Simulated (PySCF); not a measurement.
**Potential energy of LiS along the bond**

Set-up: PySCF, no relativity, basis sets Li def2-TZVP, S def2-TZVP. Energies in eV from Li + S in their ground configurations at the same level. State: ²Π (doublet), unpaired electrons π ↑.

```
R (Å)    PBE0
1.847  -2.597
1.933  -2.860
2.019  -3.007
2.084  -3.060
2.148  -3.074
2.212  -3.059
2.298  -3.003
2.406  -2.891
2.535  -2.719
2.707  -2.456
```

**Question.** Put a parabola through the three lowest points of the PBE0 curve and estimate Re, k and ωe (reduced mass 5.753 u; 1 eV/Å² = 0.16022 mdyn/Å; ωe = 1302.8·√(k/μ) cm⁻¹).

**Answer.** Through R = 2.084, 2.148, 2.212 Å the second-order coefficient is 3.54 eV/Å², so Re ≈ 2.147 Å, k ≈ 1.13 mdyn/Å and ωe ≈ 578 cm⁻¹. A polynomial fit of higher order to the unrounded PBE0 energies gives Re = 2.145 Å, k = 1.17 mdyn/Å, ωe = 587 cm⁻¹; anharmonicity and rounding make the difference.

The higher-order fit for each curve: PBE0: Re = 2.145 Å, ωe = 587 cm⁻¹, De = 3.07 eV.

The state was picked by a PBE0 search and need not be the measured ground state.
